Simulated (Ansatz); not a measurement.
# SbH4, quartet: the ladder up to UCCSDT(Q)

Geometry: that of the SbH4⁻, triplet, kept fixed. The doublet lies 2.8 eV lower here.

```yaml
atoms:
  - { symbol: Sb, position_ang: [0.0000, 0.0000, 0.0000] }
  - { symbol: H, position_ang: [0.3559, 1.2939, 1.3069] }
  - { symbol: H, position_ang: [-0.5350, -1.2776, 1.2611] }
  - { symbol: H, position_ang: [-0.3466, 1.2804, -1.3226] }
  - { symbol: H, position_ang: [0.5257, -1.2967, -1.2454] }
```

Basis def2-SVPD with its core potentials; Ansatz 0.2.0. Only valence electrons are correlated (noble-gas cores and the filled d shells of p-block atoms frozen), which leaves 9 electrons in 55 orbitals. Prefix R: restricted or restricted open-shell reference; prefix U: unrestricted. Active spaces: valence = (9e, 8o) chosen from the atoms' valence shells. No spin–orbit coupling is included; scalar relativity enters through the core potentials alone.

Full CI isn't at hand for all of this; UCCSDT(Q) serves as the reference, and is uncertain by about the last step of the cluster series. The frozen core follows each run's orbitals, which can shift R against U totals by a few meV for light atoms and by up to 0.1 eV past Ca.

Unrestricted rows (U) aren't spin-pure: their determinants' ⟨S²⟩ exceeds S(S+1) by up to 0.16, so they mix in states of higher spin.

* UHF ⟨S²⟩: 3.913
* T1 diagnostic (RCCSD): 0.0342
* largest doubles amplitude (RCCSD): 0.079
* T1 diagnostic (UCCSD): 0.0349

| level | E − E(RHF) (eV) |
| --- | --- |
| UHF | -0.7228 |
| UMP2 | -3.7324 |
| UCCSD | -4.7835 |
| UCCSD(T) | -4.9352 |

Task: Estimate how far UCCSDT(Q) in def2-SVPD lies from UCCSD(T). The table doesn't fix it; the size of (T) and the diagnostics are the guide.

Result: UCCSDT(Q) in def2-SVPD lies 5.0 kJ/mol below UCCSD(T), which is 34 % of the (T) step (-14.6 kJ/mol). T1 is raised, the determinant isn't spin-pure, and the rest is a large part of (T). The miss exceeds 1 kcal/mol.

The other levels:

```json
{"level": "UCCSDT", "E − E(UCCSDT(Q)) (kJ/mol)": "0.8", "share of correlation (%)": "99.84", "wall time": "–"}
```

The correlation energy at UCCSDT(Q), counted from RHF, is -4.987 eV. That run took 60 s on 1 thread of Arm Neoverse V1, shared host.

Run but not shown, since their state or frozen core can't be matched to the reference's or they repeat it: RHF, RMP2, CISD, RCCSD, RCCSD(T), BCCD(T), RCCSDT, RCCSDT(Q), CASSCF (valence space), NEVPT2 (valence space), MRCISD (valence space), MRCISD+Q (valence space).

Times hold each run's SCF and search for its determinant on a shared host, so for small cases they say little of a method's own cost; they ran on 1 thread of Arm Neoverse V1.

Natural occupations of CASSCF (valence space) about the gap: 1.994 1.936 1.936 1.036 0.996 0.971 0.066 0.066; effectively unpaired electrons, Σ n²(2−n)², 3.06.
